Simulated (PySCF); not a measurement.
Potential energy of AlP⁺ along the bond

Set-up: PySCF, no relativity, basis sets Al def2-SVPD, P def2-SVPD. Energies in eV from Al⁺ + P in their ground configurations at the same level. State: ⁴Σ⁻ (quartet), unpaired electrons σ ↑, π ↑↑.

```json
{"R (Å)": "2.145", "r²SCAN": "-0.5769", "revPBE": "-0.4562"}
{"R (Å)": "2.245", "r²SCAN": "-0.8080", "revPBE": "-0.7117"}
{"R (Å)": "2.344", "r²SCAN": "-0.9165", "revPBE": "-0.8423"}
{"R (Å)": "2.419", "r²SCAN": "-0.9451", "revPBE": "-0.8855"}
{"R (Å)": "2.494", "r²SCAN": "-0.9438", "revPBE": "-0.8974"}
{"R (Å)": "2.569", "r²SCAN": "-0.9228", "revPBE": "-0.8881"}
{"R (Å)": "2.669", "r²SCAN": "-0.8763", "revPBE": "-0.8555"}
{"R (Å)": "2.793", "r²SCAN": "-0.8044", "revPBE": "-0.7982"}
{"R (Å)": "2.943", "r²SCAN": "-0.7152", "revPBE": "-0.7225"}
{"R (Å)": "3.142", "r²SCAN": "-0.6059", "revPBE": "-0.6255"}
```

Put a parabola through the three lowest points of the r²SCAN curve and estimate Re, k and ωe (reduced mass 14.42 u; 1 eV/Å² = 0.16022 mdyn/Å; ωe = 1302.8·√(k/μ) cm⁻¹).

Through R = 2.344, 2.419, 2.494 Å the second-order coefficient is 2.66 eV/Å², so Re ≈ 2.453 Å, k ≈ 0.852 mdyn/Å and ωe ≈ 317 cm⁻¹. A polynomial fit of higher order to the unrounded r²SCAN energies gives Re = 2.451 Å, k = 0.712 mdyn/Å, ωe = 289 cm⁻¹; anharmonicity and rounding make the difference.

The higher-order fit for each curve: r²SCAN: Re = 2.451 Å, ωe = 289 cm⁻¹, De = 0.95 eV; revPBE: Re = 2.493 Å, ωe = 266 cm⁻¹, De = 0.90 eV.

For an ion De counts to the pair picked by the measured ionisation energies or electron affinities, which need not be the lowest pair at this level. The state is the lowest determinant that a PBE0 search found; another state may lie lower at other levels.
